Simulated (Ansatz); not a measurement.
# RPA/jun-cc-pV(T+d)Z (1 point charge) run of BH5S (SMILES [BH3-][SH2+])

Aim: the energy difference between two shapes of BH5S at RPA/jun-cc-pV(T+d)Z (1 point charge), from 2 runs. 

Program for the calculation: Ansatz 0.2.0.

5 further runs of the same task are left out: 2 that didn't finish, 3 set aside as unsound or not needed.

**1. The system as given**

BH5S: 7 atoms, total charge 0, spin state singlet. As SMILES, `[BH3-][SH2+]`. The coordinates come from a PBE0-D4/def2-TZVP relaxation.

Bond lengths: B1–S2 1.975 Å, B1–H3 1.207 Å, B1–H4 1.203 Å, B1–H5 1.207 Å, S2–H6 1.346 Å, S2–H7 1.346 Å. Angles: B1–S2–H6 103.7°, B1–S2–H7 103.7°, S2–B1–H3 100.3°, S2–B1–H4 107.0°, S2–B1–H5 100.3°, H6–S2–H7 92.5°, H3–B1–H4 116.2°, H3–B1–H5 113.7°, H4–B1–H5 116.2°.

**2. A single-point energy at RPA/jun-cc-pV(T+d)Z (1 point charge)**

The input, in.yaml:

```yaml
crystal:
  periodic: [false, false, false]
  atoms:
    - {symbol: B, position_ang: [-0.525600, -0.461500, -0.504300]}
    - {symbol: S, position_ang: [0.568600, 0.977600, 0.290900]}
    - {symbol: H, position_ang: [-1.623200, 0.036400, -0.431500]}
    - {symbol: H, position_ang: [-0.344400, -1.447600, 0.159700]}
    - {symbol: H, position_ang: [-0.075400, -0.482100, -1.624500]}
    - {symbol: H, position_ang: [0.286000, 0.903800, 1.604900]}
    - {symbol: H, position_ang: [1.775400, 0.405500, 0.458900]}
basis:
  gaussian:
    orbitals: jun-cc-pV_T+d_Z.json
    symmetry_tolerance_ang: 0.001
    point_charges: [{charge: -0.5, position_ang: [-3.2823, -0.8459, -2.3138]}]
hamiltonian: {xc: hf}
correlation: {method: rpa, electrons: outside_noble_gas}
accuracy: high
scf: {lower_state_search: off}
output: {orbitals: {seedname: orbitals}}
```

The basis set jun-cc-pV(T+d)Z is read from a file made from the Basis Set Exchange's data (not shown).

Started as:

```sh
$ ansatz run in.yaml --threads 1 --pin off --max-ram 2610MiB --events-out events.jsonl --progress --plain --runs-dir runs
```

Output:

```text
Warning: RAYON_NUM_THREADS=1 ignored (pool sized by the plan → 1); use --threads N
Functional definition: HF
  name "HF"
  exchange = exact_x
  correlation = 0
these checks for a lower state are left out or cut short: stability, starts, cluster_reference, orbital_swaps, neighbouring_geometries, increment
2696 factors; integrals over basis functions are off by at most 4.1e-9 eV
mean field evaluation 1: about -11565.9604 eV, gradient 2.1e1 eV
mean field evaluation 2: about -11565.9640 eV, gradient 2.1e1 eV
mean field evaluation 4: about -11567.7504 eV, gradient 2.3e0 eV
mean field evaluation 8: about -11567.7789 eV, gradient 8.6e-5 eV
mean field -11567.77890697 eV, -425.1080339090 hartree, gradient 2.0e-8 eV, S^2 0.000000; 0 other end points of the search recorded, 0 dependent functions left out
6 core orbitals not correlated: weight in the atoms' cores, before any rotation towards them, 1.000 or more for the frozen orbitals, at most 0.000 for the correlated occupied ones
reference -11567.77890697 eV, -425.1080339090 hartree; 7, 7 occupied and 144, 144 virtual orbitals, 2696 factors
Total energy: -11579.53590106 eV, -425.5400954727 hartree
Checks for a lower state left out: stability, starts, cluster_reference, orbital_swaps, neighbouring_geometries, increment
```

It took 17 s on 1 thread of Intel Xeon Platinum 8259CL at 2.50GHz (Skylake/Cascade Lake), shared host; peak memory 0.69 GiB.

**3. The distorted shape, same level**

The input, in.yaml:

```yaml
crystal:
  periodic: [false, false, false]
  atoms:
    - {symbol: B, position_ang: [-0.535150, -0.519927, -0.605977]}
    - {symbol: S, position_ang: [0.547517, 0.968483, 0.307582]}
    - {symbol: H, position_ang: [-1.646272, 0.043383, -0.448951]}
    - {symbol: H, position_ang: [-0.383332, -1.425992, 0.182117]}
    - {symbol: H, position_ang: [-0.086234, -0.557432, -1.635230]}
    - {symbol: H, position_ang: [0.240673, 0.876466, 1.545671]}
    - {symbol: H, position_ang: [1.737719, 0.408692, 0.450347]}
basis:
  gaussian:
    orbitals: jun-cc-pV_T+d_Z.json
    symmetry_tolerance_ang: 0.001
    point_charges: [{charge: -0.5, position_ang: [-3.2823, -0.8459, -2.3138]}]
hamiltonian: {xc: hf}
correlation: {method: rpa, electrons: outside_noble_gas}
accuracy: high
scf: {lower_state_search: off}
output: {orbitals: {seedname: orbitals}}
```

The basis set jun-cc-pV(T+d)Z is read from a file made from the Basis Set Exchange's data (not shown).

Started as:

```sh
$ ansatz run in.yaml --threads 1 --pin off --max-ram 2610MiB --events-out events.jsonl --progress --plain --runs-dir runs
```

Output:

```text
Warning: RAYON_NUM_THREADS=1 ignored (pool sized by the plan → 1); use --threads N
[... 4 set-up lines as earlier in the session ...]
these checks for a lower state are left out or cut short: stability, starts, cluster_reference, orbital_swaps, neighbouring_geometries, increment
2678 factors; integrals over basis functions are off by at most 3.3e-9 eV
mean field evaluation 1: about -11565.9346 eV, gradient 2.0e1 eV
mean field evaluation 2: about -11565.9381 eV, gradient 2.0e1 eV
mean field evaluation 4: about -11567.6308 eV, gradient 2.3e0 eV
mean field evaluation 8: about -11567.6582 eV, gradient 1.0e-4 eV
mean field -11567.65820659 eV, -425.1035982519 hartree, gradient 2.1e-8 eV, S^2 0.000000; 0 other end points of the search recorded, 0 dependent functions left out
6 core orbitals not correlated: weight in the atoms' cores, before any rotation towards them, 1.000 or more for the frozen orbitals, at most 0.000 for the correlated occupied ones
reference -11567.65820659 eV, -425.1035982519 hartree; 7, 7 occupied and 144, 144 virtual orbitals, 2678 factors
Total energy: -11579.37961097 eV, -425.5343519178 hartree
Checks for a lower state left out: stability, starts, cluster_reference, orbital_swaps, neighbouring_geometries, increment
```

Run time: 22 s. Hardware: 1 thread of Intel Xeon Platinum 8259CL at 2.50GHz (Skylake/Cascade Lake), shared host; peak memory 0.68 GiB.

**4. Summary of results**

Level: RPA/jun-cc-pV(T+d)Z (1 point charge), 6 core orbitals frozen.

| quantity | value |
| --- | --- |
| first shape: total energy | -425.54010 Eh |
| first shape: HOMO–LUMO gap (Hartree–Fock orbitals) | 11.78 eV |
| first shape: RPA correlation energy (valence) | -432.1 mEh |
| distorted shape: total energy | -425.53435 Eh |
| distorted shape: HOMO–LUMO gap (Hartree–Fock orbitals) | 11.54 eV |
| distorted shape: RPA correlation energy (valence) | -430.8 mEh |
| energy change with the atoms displaced | 0.156 eV |

With the atoms displaced the energy rises by 0.16 eV (3.6 kcal/mol). The first shape isn't relaxed at this level, so the change isn't measured from a minimum.
